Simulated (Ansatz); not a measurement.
# CH5S+ (SMILES C[SH2+]): single points off equilibrium

The task here is to estimate one member of a computed series from the others.

Method: single points in def2-TZVPP; program: Ansatz 0.2.0, Gaussian basis.

Cores are frozen in the correlated methods.

**Starting geometry**

SMILES `C[SH2+]`, 7 atoms, charge 1, spin multiplicity 1.

Atoms are counted from 1 here; the program's logs count them from 0.

Bond lengths: C1–S2 1.959 Å, C1–H3 1.050 Å, C1–H4 1.123 Å, C1–H5 1.068 Å, S2–H6 1.294 Å, S2–H7 1.378 Å. Angles: S2–C1–H3 101.9°, S2–C1–H4 104.3°, S2–C1–H5 107.1°, H3–C1–H4 117.7°, H3–C1–H5 114.4°, H4–C1–H5 110.0°, C1–S2–H6 98.5°, C1–S2–H7 92.9°, H6–S2–H7 93.3°.

Coordinates:

```
C    -0.5417   -0.4684   -0.3912
S     0.5906    0.2521    1.0365
H    -1.4961   -0.4181    0.0433
H    -0.1149   -1.4862   -0.5974
H    -0.4112    0.1616   -1.2442
H     0.2552    1.4979    0.9378
H     1.6765    0.3954    0.2001
```

The first run:

run/in.yaml reads:

```yaml
crystal:
  periodic: [false, false, false]
  atoms:
    - {symbol: C, position_ang: [-0.541700, -0.468400, -0.391200]}
    - {symbol: S, position_ang: [0.590600, 0.252100, 1.036500]}
    - {symbol: H, position_ang: [-1.496100, -0.418100, 0.043300]}
    - {symbol: H, position_ang: [-0.114900, -1.486200, -0.597400]}
    - {symbol: H, position_ang: [-0.411200, 0.161600, -1.244200]}
    - {symbol: H, position_ang: [0.255200, 1.497900, 0.937800]}
    - {symbol: H, position_ang: [1.676500, 0.395400, 0.200100]}
basis:
  gaussian: {orbitals: def2-TZVPP}
total_charge: 1
correlation: {method: ccsd_t}
output: {forces: true}
```

The command line of these runs was not kept.

Steps of the session up to this table: CCSD(T)/def2-TZVPP; PBE0-D4/def2-TZVPP; wB97M-V/def2-TZVPP; r2SCAN-D4/def2-TZVPP; PBE-D4/def2-TZVPP; r2SCANh-D4/def2-TZVPP; HSE06-D4/def2-TZVPP.

One of the session's tables, all rows but one given; the rest of the session is left out.

```
    method  RMS force component (eV/Å)  angle to CCSD(T) forces (°)
   CCSD(T)                       0.991                    reference
   PBE0-D4                       1.046                          3.8
   wB97M-V                           ?                            ?
 r2SCAN-D4                       1.004                          3.9
    PBE-D4                       1.049                         11.3
r2SCANh-D4                       1.010                          2.6
  HSE06-D4                       1.044                          3.8
```

Q: Estimate the row for wB97M-V from the others.

**Answer.** RMS force component (eV/Å): 1.007; angle to CCSD(T) forces (°): 2.5. In the column «RMS force component (eV/Å)» it lies between r2SCAN-D4 (1.004) and r2SCANh-D4 (1.010).
